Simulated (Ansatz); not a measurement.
Results of LDA (Ansatz, a program for electronic structure, PAW) for rock-salt RbBr.

Numerical settings: plane-wave cutoff 520 eV, 8×8×8 k mesh, Fermi–Dirac smearing 0.01 eV, scalar-relativistic PAW data made under PBE.

The cell is scaled about its equilibrium volume:

```tsv
V (Å³/atom)	P (GPa)	direct gap at Γ (eV)
34.735	1.40	4.338
35.474	0.90	4.278
36.213	0.45	4.220
36.953	0.05	4.165
37.692	-0.30	4.113
38.431	-0.61	4.063
39.170	-0.89	4.016
```

A straight line through the gaps at Γ against ln V gives a volume deformation potential dE_g(Γ)/d ln V of -2.7 eV: the gap at Γ widens under compression.

Measured, for comparison: band gap 7.2 eV (temperature not stated, not corrected to a static lattice; as tabulated in Aguado et al. (1998), arXiv:cond-mat/9809176).

Spin–orbit coupling is not included.
